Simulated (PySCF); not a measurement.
Molfile (atoms numbered from 1):
```
CH3BN
     RDKit          3D

  6  5  0  0  0  0  0  0  0  0999 V2000
   -0.5096   -0.0156   -0.0316 B   0  0  0  0  0  0  0  0  0  0  0  0
    1.0777   -0.0130    0.0080 C   0  0  0  0  0  0  0  0  0  0  0  0
    2.2440   -0.0130    0.0363 N   0  0  0  0  0  0  0  0  0  0  0  0
   -0.8930   -0.9113   -0.7981 H   0  0  0  0  0  0  0  0  0  0  0  0
   -0.9428   -0.2252    1.1108 H   0  0  0  0  0  0  0  0  0  0  0  0
   -0.9069    1.0860   -0.4379 H   0  0  0  0  0  0  0  0  0  0  0  0
  1  2  1  0
  2  3  3  0
  1  4  1  0
  1  5  1  0
  1  6  1  0
M  CHG  1   1  -1
M  END
```

Geometry: PBE0-D3(BJ)/def2-SVP; GIAO absolute shieldings from PySCF, gas phase, non-relativistic, averaged over equivalent atoms.

At PBE0/pcSseg-1 (66 basis functions, 3.1 s wall time on 1 thread of an Arm Neoverse V2, shared host):
| atoms | σ (ppm) |
| --- | --- |
| B1 | 151.7 |
| C2 | 36.0 |
| N3 | -41.1 |
| H4/H5/H6 | 30.76 |

**Question.** What do these become at HF/pcSseg-2?

**Answer.** 
```json
{"atoms": "B1", "σ at HF/pcSseg-2": "155.0", "change": "+3.3"}
{"atoms": "C2", "σ at HF/pcSseg-2": "32.1", "change": "-3.9"}
{"atoms": "N3", "σ at HF/pcSseg-2": "-40.1", "change": "+1.0"}
{"atoms": "H4/H5/H6", "σ at HF/pcSseg-2": "31.19", "change": "+0.43"}
```

The largest change is at C2 (nitrile carbon). Cost: 150 basis functions, 1.8 s wall time on 1 thread of an Arm Neoverse V2, shared host.

A carbon bonded to boron is broadened by the quadrupolar boron nucleus and is often missing from a measured spectrum.
